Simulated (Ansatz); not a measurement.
Relaxation of C₂HClF (5 atoms, charge 0, multiplicity 2), to a largest force component of 0.02 eV/Å in at most 40 steps.

Method: Ansatz 0.2.0, UKS B3LYP-D4/STO-3G.

```xyz
5
Properties=species:S:1:pos:R:3
C 0.752 0.213 0.500
C -0.283 -0.091 -0.190
F -1.270 0.745 -0.587
Cl -0.604 -1.709 -0.760
H 1.405 0.843 1.037
```

Problem. Where does it end, and by what steps?

Solution. It converged. Limits of this set-up: minimal basis. After 8 steps the energy has fallen by 0.302 eV; H5 moved furthest, 0.16 Å.

```tsv
step	energy less start (eV)	largest force component (eV/Å)	accepted
0	0.0000	2.904	yes
1	-0.2055	1.319	yes
2	-0.2507	0.677	yes
3	-0.2692	0.740	yes
4	-0.2791	0.475	yes
5	-0.2951	0.311	yes
6	-0.3001	0.112	yes
7	-0.3015	0.041	yes
8	-0.3015	0.018	yes
```

```xyz
5
Properties=species:S:1:pos:R:3
C 0.832 0.111 0.523
C -0.270 -0.099 -0.184
F -1.223 0.811 -0.542
Cl -0.652 -1.788 -0.808
H 1.314 0.966 1.011
```

Run time: 13 s on 1 thread of Intel(R) Xeon(R) Platinum 8488C (Sapphire Rapids), with other jobs on the host, peak memory 0.14 GiB.
